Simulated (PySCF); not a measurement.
## Working with the constants of CH⁻

UHF-CCSD(T) constants of CH⁻, ³Σ⁻ (triplet), unpaired electrons π ↑↑ (basis H aug-cc-pVDZ-DK, C aug-cc-pVDZ-DK; spin-free X2C with a Gaussian nucleus; PySCF 2.14; masses 1.0078 and 12.0000 u):

* ωe: 2562.9 cm⁻¹
* ωexe: 82.2 cm⁻¹
* Be: 13.508 cm⁻¹
* αe: 0.650 cm⁻¹
* De to H + C⁻: 3.29 eV

Task: What force constant and bond length do these constants imply?

Result: Reduced mass μred = 0.92974 u; k = 5.8918×10⁻⁷·μred·ωe² (u, cm⁻¹, mdyn/Å) = 3.60 mdyn/Å; Re = √(16.8576/(μred·Be)) (u, cm⁻¹, Å) = 1.159 Å.

Task: Estimate the centrifugal constant D from the Kratzer relation and find the Dunham coefficient a1.

Result: D = 4Be³/ωe² = 0.00150 cm⁻¹; a1 = −1 − αeωe/(6Be²) = -2.52.

Correlated steps freeze 1 core orbital. Correlated levels converge slowly with the basis: in double zeta they bind strong bonds too weakly, by up to about 1 eV, and carry superposition errors of some tenths. For an ion De counts to the pair picked by the measured ionisation energies or electron affinities, which need not be the lowest pair at this level. The state is the lowest determinant that a PBE0 search found; another state may lie lower at other levels.
